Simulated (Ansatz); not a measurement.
# Sc (model structure, started from the omega type, P6/mmm, No. 191, 3 atoms in the cell)

These are PBEsol (PAW; Ansatz, an electronic-structure program) values and carry that method's errors.

Numerical settings: plane-wave cutoff 500 eV, 18×18×24 k mesh (along the axes of the cell as run), Fermi–Dirac smearing 0.1 eV, scalar-relativistic PAW data made under PBE.

Cell (relaxed at this level):

```cif
data_Sc3
_chemical_formula_sum 'Sc3'
_space_group_name_H-M_alt 'P 1'
_space_group_IT_number 1
_cell_length_a 5.06207
_cell_length_b 5.06207
_cell_length_c 3.18047
_cell_angle_alpha 90.000
_cell_angle_beta 90.000
_cell_angle_gamma 120.000
loop_
_space_group_symop_operation_xyz
  'x, y, z'
loop_
_atom_site_label
_atom_site_type_symbol
_atom_site_fract_x
_atom_site_fract_y
_atom_site_fract_z
_atom_site_occupancy
Sc1 Sc 0.00000 0.00000 0.00000 1
Sc2 Sc 0.33333 0.66667 0.50000 1
Sc3 Sc 0.66667 0.33333 0.50000 1
```

```yaml
band_gap: zero (no gap)
```

Note: the relaxation could raise the start's symmetry but not lower it, so the cell can be a saddle point.

Computed values are for the static lattice.

Computing time: roughly 4 core-minutes.

A model structure was made by putting elements into a prototype or built by hand; it is no filed structure, need not be a known phase, and can be a saddle point held by its symmetry.
